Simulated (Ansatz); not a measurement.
H3Si (SMILES [SiH3]) moved off its minimum; all values from Ansatz (a first-principles code), cores frozen in correlated methods. Open shells are unrestricted.
(charge 0, multiplicity 2)
```xyz
4

Si    -0.00066    -0.01977     0.01895
H     -0.63486     1.30430    -0.40009
H      1.43146    -0.09842    -0.40088
H     -0.78523    -1.18106    -0.34998
```

Q: Give the forces (eV/Å), the total energy and the dipole at CCSD(T)/aug-cc-pV(T+d)Z.

A: 
```json
[
 {"atom": "Si1", "Fx": "0.287", "Fy": "1.181", "Fz": "0.157"},
 {"atom": "H2", "Fx": "0.282", "Fy": "-0.704", "Fz": "0.124"},
 {"atom": "H3", "Fx": "-0.276", "Fy": "-0.038", "Fz": "-0.016"},
 {"atom": "H4", "Fx": "-0.293", "Fy": "-0.439", "Fz": "-0.265"}
]
```
Energy -290.7895 hartree, dipole 0.14 D.
